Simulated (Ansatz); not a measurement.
```yaml
crystal:
  periodic: [false, false, false]
  atoms:
    - {symbol: O, position_ang: [0.000000, 0.000000, 0.000000]}
    - {symbol: Na, position_ang: [0.000000, 0.000000, 2.101800]}
basis:
  gaussian: {orbitals: def2-TZVP}
total_charge: 1
hamiltonian: {xc: pbe0}
relax: {f_tol: 0.004, max_steps: 80}
```

```sh
$ ansatz run in.yaml --threads 1 --pin off --events-out ev --progress --plain --max-ram 2176MiB
```

Steps of the relaxation (energy above the last step; positions in Å, forces in eV/Å):

```
2
step 1, 194.7 meV
O     0.000    0.000    0.000    0.000    0.000   -1.335
Na    0.000    0.000    2.102    0.000    0.000    1.335
```

```
2
step 2, 92.6 meV
O     0.000    0.000   -0.050    0.000    0.000   -0.768
Na    0.000    0.000    2.151    0.000    0.000    0.768
```

```
2
step 3, 14.2 meV
O     0.000    0.000   -0.135    0.000    0.000   -0.221
Na    0.000    0.000    2.237    0.000    0.000    0.221
```

```
2
step 5, 0.0 meV
O     0.000    0.000   -0.207    0.000    0.000    0.000
Na    0.000    0.000    2.309    0.000    0.000    0.000
```

Close pairs at the end: O1–Na2 2.516 Å.

A stationary point of restricted PBE0 after 5 steps (its stability towards spin polarisation wasn't tested). 7.5 s on 1 thread of Intel Xeon Platinum 8488C, shared host.
